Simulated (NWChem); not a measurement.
Everything below was run with NWChem. System: butadiene (C₄H₆), charge 0, spin multiplicity 1, at a geometry optimised with B3LYP/def2-SVP. Level: MP2/def2-TZVP, 4 core orbitals frozen.

Job file:

```
start mol
memory heap 200 mb stack 900 mb global 1100 mb
geometry units angstroms nocenter noautoz
  C     -1.732951    -0.664785     0.000000
  C     -0.702433     0.196573     0.000000
  C      0.702433    -0.196573     0.000000
  C      1.732951     0.664785     0.000000
  H     -1.570268    -1.747594     0.000000
  H     -2.769563    -0.318727     0.000000
  H     -0.904885     1.274938     0.000000
  H      0.904885    -1.274938     0.000000
  H      2.769563     0.318727     0.000000
  H      1.570268     1.747594     0.000000
  symmetry group C2h
end
basis spherical
  * library def2-tzvp
end
scf
  rhf
  nopen 0
  maxiter 100
  thresh 1e-7
  semidirect memsize 60000000 filesize 0
end
mp2
  freeze core 4
end
task mp2 energy
```

Output (cleaned and shortened):

```
             Northwest Computational Chemistry Package (NWChem) 7.3.0
             --------------------------------------------------------

                                NWChem Input Module
                                -------------------

 Scaling coordinates for geometry "geometry" by  1.889725989
 (inverse scale =  0.529177249)

 Turning off AUTOSYM since
 SYMMETRY directive was detected!

                             Geometry "geometry" -> ""
                             -------------------------

 Output coordinates in angstroms (scale by  1.889725989 to convert to a.u.)

  No.       Tag          Charge          X              Y              Z
 ---- ---------------- ---------- -------------- -------------- --------------
    1 C                    6.0000    -1.73295100    -0.66478500     0.00000000
    2 C                    6.0000    -0.70243300     0.19657300     0.00000000
    3 C                    6.0000     0.70243300    -0.19657300     0.00000000
    4 C                    6.0000     1.73295100     0.66478500     0.00000000
    5 H                    1.0000    -1.57026800    -1.74759400     0.00000000
    6 H                    1.0000    -2.76956300    -0.31872700     0.00000000
    7 H                    1.0000    -0.90488500     1.27493800     0.00000000
    8 H                    1.0000     0.90488500    -1.27493800     0.00000000
    9 H                    1.0000     2.76956300     0.31872700     0.00000000
   10 H                    1.0000     1.57026800     1.74759400     0.00000000

 Effective nuclear repulsion energy (a.u.)     103.2552853653

            Nuclear Dipole moment (a.u.)
            ----------------------------
        X                 Y               Z
 ---------------- ---------------- ----------------
     0.0000000000     0.0000000000     0.0000000000

      Symmetry information
      --------------------

 Group name             C2h
 Group number             21
 Group order               4
 No. of unique centers     5

      Symmetry unique atoms

     1    2    5    6    7


 Summary of "ao basis" -> "" (spherical)
 ------------------------------------------------------------------------------
       Tag                 Description            Shells   Functions and Types
 ---------------- ------------------------------  ------  ---------------------
 *                         def2-tzvp                  on all atoms

 Summary of "ao basis" -> "ao basis" (spherical)
 ------------------------------------------------------------------------------
       Tag                 Description            Shells   Functions and Types
 ---------------- ------------------------------  ------  ---------------------
 C                         def2-tzvp                11       31   5s3p2d1f
 H                         def2-tzvp                 4        6   3s1p

                                 NWChem SCF Module
                                 -----------------

  ao basis        = "ao basis"
  functions       =   160
  atoms           =    10
  closed shells   =    15
  open shells     =     0
  charge          =   0.00
  wavefunction    = RHF
  use symmetry    = T
  symmetry adapt  = T

 Summary of "ao basis" -> "ao basis" (spherical)
 ------------------------------------------------------------------------------
       Tag                 Description            Shells   Functions and Types
 ---------------- ------------------------------  ------  ---------------------
 C                         def2-tzvp                11       31   5s3p2d1f
[...]
   Bfn.  Coefficient  Atom+Function         Bfn.  Coefficient  Atom+Function
  ----- ------------  ---------------      ----- ------------  ---------------
   139      1.845326   7 H  s               145     -1.845326   8 H  s
    36     -1.662019   2 C  s                67      1.662019   3 C  s
   127     -1.465805   5 H  s               157      1.465805  10 H  s
     5      0.805387   1 C  s                98     -0.805387   4 C  s
    13     -0.559382   1 C  py              106     -0.559382   4 C  py

 Vector   18  Occ=0.000000D+00  E= 1.751570D-01  Symmetry=ag
              MO Center= -1.9D-15,  5.3D-15,  6.4D-17, r^2= 1.1D+01
   Bfn.  Coefficient  Atom+Function         Bfn.  Coefficient  Atom+Function
  ----- ------------  ---------------      ----- ------------  ---------------
     5      3.818231   1 C  s                98      3.818231   4 C  s
    44      2.599385   2 C  py               75     -2.599385   3 C  py
   139     -2.301221   7 H  s               145     -2.301221   8 H  s
   133     -1.283222   6 H  s               151     -1.283222   9 H  s
   127     -1.233387   5 H  s               157     -1.233387  10 H  s

 center of mass
 --------------
 x =   0.00000000 y =   0.00000000 z =   0.00000000

 moments of inertia (a.u.)
 ------------------
          75.603084605953        -104.704548361499           0.000000000000
        -104.704548361499         378.526648338144           0.000000000000
           0.000000000000           0.000000000000         454.129732944097

  Mulliken analysis of the total density
  --------------------------------------

    Atom       Charge   Shell Charges
 -----------   ------   -------------------------------------------------------
    1 C    6     6.27   0.85  1.12  0.50  0.60  0.13  1.22  1.29  0.48  0.02  0.05  0.01
    2 C    6     6.11   0.85  1.12  0.50  0.59  0.10  1.23  1.33  0.28  0.02  0.08  0.01
    3 C    6     6.11   0.85  1.12  0.50  0.59  0.10  1.23  1.33  0.28  0.02  0.08  0.01
    4 C    6     6.27   0.85  1.12  0.50  0.60  0.13  1.22  1.29  0.48  0.02  0.05  0.01
    5 H    1     0.87   0.26  0.50  0.09  0.02
    6 H    1     0.87   0.26  0.49  0.09  0.02
    7 H    1     0.88   0.26  0.50  0.10  0.02
    8 H    1     0.88   0.26  0.50  0.10  0.02
    9 H    1     0.87   0.26  0.49  0.09  0.02
   10 H    1     0.87   0.26  0.50  0.09  0.02

       Multipole analysis of the density wrt the origin
       ------------------------------------------------

     L   x y z        total         open         nuclear
     -   - - -        -----         ----         -------
     0   0 0 0     -0.000000      0.000000     30.000000

     1   1 0 0     -0.000000      0.000000      0.000000
     1   0 1 0      0.000000      0.000000      0.000000
     1   0 0 1      0.000000      0.000000      0.000000

     2   2 0 0    -17.317878      0.000000    228.078345
     2   1 1 0      0.066847      0.000000     61.115309
     2   1 0 1     -0.000000      0.000000      0.000000
     2   0 2 0    -17.003244      0.000000     54.741694
     2   0 1 1      0.000000      0.000000      0.000000
     2   0 0 2    -22.161698      0.000000      0.000000

                   NWChem MP2 Semi-direct Energy/Gradient Module
                   ---------------------------------------------

  Basis functions       =    160
  Molecular orbitals    =    160
  Frozen core           =      4
  Frozen virtuals       =      0
  Active alpha occupied =     11
  Active beta occupied  =     11
  Active alpha virtual  =    145
  Active beta virtual   =    145
  Use MO symmetry       = T
  Use skeleton AO sym   = T

  AO/Fock/Back tols     =   1.0D-09  1.0D-09  1.0D-09

 GA uses MA = F    GA memory limited = T

 Available:
  local mem=  1.26D+08
 global mem=  1.44D+08
 local disk=  0.00D+00
  mp2_memr nvloc                   145
  nvloc new                   145
   1 passes of  11:        5242880                     131942                  67641494.
   1 passes of  11: M    126139317           G      144128000           F     120896437.

 Semi-direct pass number   1 of   1  for RHF alpha+beta  at        6.7s
  vrange nnbf                 12465
  mp2_eaftype                   258  avail_ma_in_mb                  1099
 EAF : mp2_eaftype filesize         258   33820747.
  mp2_eaf for mointskh                    258
Node 0 wrote    159.1 Mb in      0.1 s     Agg I/O rate:  2274.4 Mb/s
 Done moints_semi at       18.7s
  mp2_eaftype                   258  avail_ma_in_mb                   841
 EAF : mp2_eaftype filesize         258   33820747.
  mp2_eaf for kh                   258
 Done maket at       19.3s
 Done multipass loop at       19.3s

          -------------------------------------------
          SCF energy                -154.978383271876
          Correlation energy          -0.633644501096
          Singlet pairs               -0.414773999499
          Triplet pairs               -0.218870501597
          Total MP2 energy          -155.612027772972
          -------------------------------------------

          ---------------------------------------------------
                    Spin Component Scaled (SCS) MP2
          Same spin pairs                     -0.145913667732
          Same spin scaling factor             0.333333333333
          Opposite spin pairs                 -0.487730833364
          Opposite spin scaling fact.          1.200000000000
          SCS-MP2 correlation energy          -0.633914889281
          Total SCS-MP2 energy              -155.612298161157
          ---------------------------------------------------

 -----------------------
 Performance information
 -----------------------

 Timer overhead =  1.29D-07 seconds/call

               Nr. of calls         CPU time (s)                 Wall time (s)                GFlops
             ---------------    -------------------     ------------------------------   -------------------
Name         Min   Avg   Max    Min     Avg     Max     Min     Avg     Max   Mx/calls   Min     Max     Sum
mp2: moin     1     1     1    12.     12.     12.      12.     12.     12.     12.      0.0     0.0     0.0
mp2: make     1     1     1   0.69    0.69    0.69     0.69    0.69    0.69    0.69      0.0     0.0     0.0
mp2: tota     1     1     1    13.     13.     13.      13.     13.     13.     13.      0.0     0.0     0.0

 The average no. of pstat calls per process was 3.00D+00
 with a timing overhead of 3.87D-07s

 Task  times  cpu:       19.3s     wall:       19.3s

 Total times  cpu:       19.4s     wall:       19.4s
```
